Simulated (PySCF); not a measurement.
Compound: HO2 (doublet state).
Geometry (PBE0-D3(BJ)/def2-SVP, Å), atoms numbered from 1 in this order:
```xyz
3
HO2 angstrom
O      1.0030   -0.1605   -0.0034
O     -0.1539    0.4323   -0.0246
H     -0.8262   -0.2768    0.0029
```

Jobs on this species (3 atoms, 17 electrons) with PySCF (density fitting). Hardware of each: one thread of an Arm Neoverse V1 (shared host). Times come from a shared host and carry two figures at best.

```tsv
level and settings	work	basis functions	SCF cycles	wall time
UKS CAM-B3LYP, IGLO-III on O, pcH-1 on H, non-relativistic, mean-field spin-orbit, GIAO	unrestricted SCF, stability check, g, hyperfine	80	?	?
UKS B3LYP, IGLO-III on O, pcH-1 on H, non-relativistic, mean-field spin-orbit, GIAO	unrestricted SCF, stability check, g, hyperfine	80	12	3.7 s
UKS PBE, IGLO-III on O, pcH-1 on H, non-relativistic, mean-field spin-orbit, GIAO	unrestricted SCF, stability check, g, hyperfine	80	11	2.3 s
UKS BHandHLYP, IGLO-III on O, pcH-1 on H, non-relativistic, mean-field spin-orbit, GIAO	unrestricted SCF, stability check, g, hyperfine	80	13	3.1 s
UKS PBE0, IGLO-III on O, pcH-1 on H, non-relativistic, mean-field spin-orbit, GIAO	unrestricted SCF, stability check, g, hyperfine	80	12	3.4 s
UKS HF, IGLO-III on O, pcH-1 on H, non-relativistic, mean-field spin-orbit, GIAO	unrestricted SCF, stability check, g, hyperfine	80	15	2.0 s
PBE0-D3(BJ)/def2-SVP, grid level 1	geometry optimisation from a GFN2-xTB start	33	24	1.6 s
```

Task: Fill in the missing figures.

Result: 
- UKS CAM-B3LYP, IGLO-III on O, pcH-1 on H, non-relativistic, mean-field spin-orbit, GIAO; unrestricted SCF, stability check, g, hyperfine: 3.7 s, 12 SCF cycles

Task: What do all jobs in the table cost together?

Result: About 20 s; the longest takes about 19 % of that, and about 2.3 times as long as the shortest.
